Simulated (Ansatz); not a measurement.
A run on CH3FMg (`[CH3][Mg][F]`) with other settings.

```yaml
crystal:
  periodic: [false, false, false]
  atoms:
    - {symbol: C, position_ang: [0.532353, -0.446796, 0.374981]}
    - {symbol: Mg, position_ang: [-0.855838, 0.705673, -0.636258]}
    - {symbol: F, position_ang: [-2.036835, 1.686017, -1.496519]}
    - {symbol: H, position_ang: [0.136069, -1.440096, 0.604790]}
    - {symbol: H, position_ang: [1.442759, -0.585766, -0.215222]}
    - {symbol: H, position_ang: [0.823393, 0.016968, 1.321929]}
basis:
  gaussian: {orbitals: aug-cc-pVDZ}
total_charge: 1
magnetization: {spin_polarized: true, initial_magnetization: 1}
hamiltonian: {xc: {name: HF}}
correlation: {active_space: {window: {electrons: 3, orbitals: 2}}}
```

```sh
$ ansatz run in.yaml --threads 4 --pin off --events-out ev --progress --plain --max-ram 10444MiB
```

It prints (some lines left out):

```
Error: invalid value for `correlation.active_space`: it starts from restricted Hartree–Fock orbitals; set hamiltonian.xc: hf without magnetization.spin_polarized
```
